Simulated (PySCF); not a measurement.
Gas-phase reaction: 2 AlClF2 = 2 AlF2 + Cl2

Energies from PySCF, thermal terms from the rigid-rotor harmonic-oscillator model, ideal gas at 1 bar. 'Table' is the NASA 1993 thermochemical table (part measured, part estimated). After a fit of one offset per element over all species, the range-separated, M06-2X, PBE0/def2-QZVP and CCSD(T)/def2-TZVPP enthalpies, where run, lie to one side of the table for AlF2 (+60 kJ/mol): a fault of the table's entry, another state or a shared error of the levels is possible; this was not checked at source. † marks an energy on the PBE0/def2-TZVP geometry and frequencies. MP2 freezes the core. Open shells (unrestricted): AlF2 (multiplicity 2); the rest are closed-shell singlets. For this reaction the table lies outside the span of B3LYP, CCSD(T), M06-2X, MP2, PBE0, r2SCAN, ωB97M-V, ωB97X-V in their largest bases here; which side is off was not settled. MP2 isn't extrapolated to the basis-set limit; its ΔH°(298 K) is 773.6 kJ in def2-SVP and 745.2 kJ in def2-TZVPP. The harmonic model lacks anharmonicity and excited electronic states, which grow with temperature; levels with a mode under 35 cm⁻¹ are left out. The table's entry may be an old estimate for AlClF2, AlF2 (not checked at source).

```json
[
 {"level": "table", "ΔH°(298 K), kJ": "609.2", "minus table": "-", "ΔG°(600 K), kJ": "516.6"},
 {"level": "HF/def2-TZVP†", "ΔH°(298 K), kJ": "683.3", "minus table": "74.1", "ΔG°(600 K), kJ": "590.7"},
 {"level": "M06-2X/def2-TZVP†", "ΔH°(298 K), kJ": "715.4", "minus table": "106.2", "ΔG°(600 K), kJ": "622.7"},
 {"level": "MP2/def2-TZVPP†", "ΔH°(298 K), kJ": "745.2", "minus table": "136.0", "ΔG°(600 K), kJ": "652.5"},
 {"level": "PBE/def2-TZVP†", "ΔH°(298 K), kJ": "669.2", "minus table": "60.0", "ΔG°(600 K), kJ": "576.5"},
 {"level": "r2SCAN/def2-TZVP†", "ΔH°(298 K), kJ": "715.3", "minus table": "106.1", "ΔG°(600 K), kJ": "622.6"},
 {"level": "ωB97M-V/def2-TZVP†", "ΔH°(298 K), kJ": "743.0", "minus table": "133.8", "ΔG°(600 K), kJ": "650.4"}
]
```
